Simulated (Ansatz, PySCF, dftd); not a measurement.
Species: SO₂, charge 0, singlet. SO2 (SMILES O=S=O).
B3LYP-D3(BJ)/def2-TZVP minimum from Ansatz (a program for electronic structure):
```
S
O 1 1.4386
O 1 1.4386 2 118.87
```
Charge 0, spin multiplicity 1.

Wanted: enthalpy of formation at 298 K (by atomisation, with ideal-gas terms from PySCF's Hessian at B3LYP-D3(BJ)/def2-TZVP and the atoms' measured values of the G2/97 table; no spin-orbit terms), in kcal/mol. UHF or UKS for unpaired electrons; spin-orbit terms are left out. Cores are frozen in correlated methods. Rows without X2C or -DK are non-relativistic. CBS(X,Y): correlation extrapolated as X^-3, Hartree-Fock from the larger set (Q,5: extrapolated as (X+1)exp(-9√X)). A bracket is a step between two methods taken in the basis named. Functionals run without relativity, which enters their misses. Double hybrids freeze cores in their MP2 part. '+ core + X2C': CCSD(T) terms for core correlation (cc-pwCVTZ, 1s frozen past Ne) and scalar relativity (cc-pVTZ-DK). The restricted determinant of O2S (O=S=O, singlet) is unstable towards broken spin symmetry in at least one set run.

Compared with CCSD(T)/CBS(cc-pV(Q+d)Z,cc-pV(5+d)Z) + [CCSDT(Q) - CCSD(T)]/cc-pV(T+d)Z + core + X2C (Ansatz): -72.9 kcal/mol.

Costs are rough ratios of core time, to one figure, on one kind of shared machine, summed over the single points of the molecules; atoms, geometries and frequencies are left out. The first row took roughly 2 core seconds; short runs hold start-up time.

```tsv
level	program	cost relative to the first row	difference (kcal/mol)
CCSD(T)/cc-pV(D+d)Z	Ansatz	1	56.5
PBE-D4/def2-TZVPD	Ansatz + dftd4	1	-19.7
B2PLYP/def2-TZVPD	Ansatz	2	6.4
CCSD(T)/CBS(cc-pV(T+d)Z,cc-pV(Q+d)Z)	Ansatz	20	3.3
CCSDT(Q)/cc-pV(D+d)Z	Ansatz	20	54.8
CCSD(T)/CBS(cc-pV(T+d)Z,cc-pV(Q+d)Z) + core + X2C	Ansatz	40	2.9
CCSDT(Q)/cc-pV(T+d)Z	Ansatz	200	18.3
```

The dearest row costs roughly 200 times the first. Costs within a factor of two don't rank. The table holds for this case alone.
